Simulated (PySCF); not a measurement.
How the functional moves excitation energies

AlFH5N.
Bonds: N1–Al2, Al2–F3. Hydrogens: H4, H5, H6 on N1; H7, H8 on Al2.

Linear-response calculations in the def2-SVPD basis (PySCF; singlets by full response, triplets Tamm–Dancoff, core orbitals frozen in the response; HF means time-dependent Hartree–Fock). 'Strongest' is the level of largest summed f among the singlets computed (10 roots, of which the last may lack a degenerate partner); it can jump between rows when another state enters that window. S1 is the lowest singlet of each run and needn't be the same state throughout; f(S1) is that of one state. Isolated species at its PBE0-D3(BJ)/def2-SVP geometry, gas phase.

| functional | kind | S1 (eV) | f(S1) | strongest (eV) | T1 (eV) | HOMO (eV) | gap (eV) | ionisation energy, ΔSCF (eV) |
| --- | --- | --- | --- | --- | --- | --- | --- | --- |
| LDA | LDA | 5.05 | 0.003 | 7.31 | 4.95 | -6.29 | 5.01 | 9.76 |
| PBE | GGA | 5.07 | 0.002 | 7.35 | 4.96 | -6.27 | 5.03 | 9.72 |
| B3LYP | global hybrid, 20% exact exchange | 5.76 | 0.004 | 7.88 | 5.62 | -7.40 | 6.58 | 10.07 |
| PBE0 | global hybrid, 25% exact exchange | 6.04 | 0.007 | 8.08 | 5.83 | -7.58 | 7.10 | 10.03 |
| BHandHLYP | global hybrid, 50% exact exchange | 6.70 | 0.013 | 8.62 | 6.41 | -8.84 | 8.86 | 10.22 |
| CAM-B3LYP | range-separated hybrid | 6.44 | 0.013 | 8.38 | 6.17 | -9.01 | 9.17 | 10.22 |
| wB97X-D | range-separated hybrid | 6.66 | 0.018 | 8.54 | 6.45 | -9.51 | 10.66 | 10.22 |
| HF | Hartree–Fock | 7.78 | 0.023 | 9.78 | 6.90 | -10.82 | 12.29 | not settled |

Question: What does LC-wPBE (range-separated hybrid) give?

Answer: S1 (eV) 7.10, f(S1) 0.016, strongest (eV) 9.08, T1 (eV) 6.51, HOMO (eV) -10.38, gap (eV) 11.61, ionisation energy, ΔSCF (eV) 10.38. S1 runs from 5.05 eV (LDA) to 7.78 eV (HF), a spread of 2.73 eV, while the orbital gap spreads over 7.3 eV. Along PBE (0%), B3LYP (20%), PBE0 (25%), BHandHLYP (50%), HF (100%) S1 rises with the share of exact exchange. −ε(HOMO) comes closest to its own ΔSCF ionisation energy with LC-wPBE (0.00 eV) and misses most with LDA (-3.46 eV). 'Not settled' means that the ion's SCF failed to converge or may have ended in another state than the lowest.

Without π bonds the low states are Rydberg-like; a valence basis with one diffuse set may place them up to an eV too high.
